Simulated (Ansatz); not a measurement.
bcc Na, treated with BLYP in Ansatz (PAW).

Run with plane-wave cutoff 520 eV, 18×18×18 k mesh, Fermi–Dirac smearing 0.05 eV, scalar-relativistic PAW data made under PBE.

Pressure at four volumes; x = ln(V/37.219 Å³). One pressure is withheld.

| V (Å³/atom) | x | P (GPa) |
|---|---|---|
| 34.986 | -0.0619 | ? |
| 35.730 | -0.0408 | 0.319 |
| 37.219 | 0.0000 | 0.000 |
| 39.452 | 0.0583 | -0.376 |

### Question
Pass a parabola P(x) through the three rows shown, estimate the bulk modulus and its pressure derivative near zero pressure, and predict the withheld pressure.

### Answer
Slopes between the rows: (0.000 − (0.319))/(0.0000 − (-0.0408)) = -7.82 and (-0.376 − (0.000))/(0.0583 − (0.0000)) = -6.45 GPa. Their difference over the span 0.0991 is c = 1.37/0.0991 = 13.8 GPa, so P(x) = 0.319 + (-7.82)(x − (-0.0408)) + 13.8 (x − (-0.0408))(x − (0.0000)). At the middle row B = −dP/dx = −[-7.82 + 13.8 × 0.0408] = 7.3 GPa, and B′ = dB/dP = 2c/B = 3.8. At x = -0.0619 the parabola gives 0.502 GPa; the run gives 0.504 GPa. The Birch–Murnaghan fit to the energies at all volumes has B0 = 7.22 GPa and B′ = 3.9.

Measured, for comparison: bulk modulus 7.9 GPa (0 K value with the zero-point phonon effect removed, our sources range from 7.63 to 7.91; as tabulated in Mejia-Rodriguez and Trickey (2018), arXiv:1807.09216). Computed (rounded) less measured: bulk modulus -9 % (-5 % to -9 % over the range).

Ansatz is a first-principles code.
